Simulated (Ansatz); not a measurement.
C3H5NO can be A, `N=CC1CO1`, or B, `N#CCCO`.

Gas-phase electronic energies from Ansatz, PBE0-D4/def2-TZVP geometries. CCSD(T)/CBS is the MP2 limit (def2-TZVPP, def2-QZVPP) plus CCSD(T) − MP2 in def2-TZVPP, frozen cores. Functionals use def2-TZVPP. B3LYP here is the variant with VWN-RPA as its local correlation; programs differ in this. One conformer a species, not always the lowest.

Q: Which is lower in electronic energy at CCSD(T)/CBS, and by how much? (An estimate is asked.)

A: The calculation gave: B, by 130.1 kJ/mol.

Q: Give E(B) − E(A) in kJ/mol with PBE-D4, B3LYP, B3LYP-D4, ωB97M-V, LDA (SPW92), r2SCAN-D4, CCSD(T)/def2-SVP. (Estimate.)

A: Ansatz gave: PBE-D4 -100.9, B3LYP -123.5, B3LYP-D4 -122.4, ωB97M-V -122.2, LDA (SPW92) -87.0, r2SCAN-D4 -108.8, CCSD(T)/def2-SVP -133.4. None reverses the order clearly.

Q: Does the order hold for the free energy at 298.15 K (harmonic terms from PBE0-D4)? (An estimate is asked.)

A: The calculation gave: Yes: G(B) − G(A) = -133.2 kJ/mol, for one conformer each.

Largest T1 diagnostic: 0.012.

From BLYP to BHLYP (50 % exact exchange), in def2-TZVPP and without D4, E(B) − E(A) moves by −8.3 kJ/mol. In def2-TZVPP, CCSD(T) changes the Hartree–Fock value by +17.6 kJ/mol (the triples alone add +3.5 kJ/mol) and MP2 by +10.5 kJ/mol.
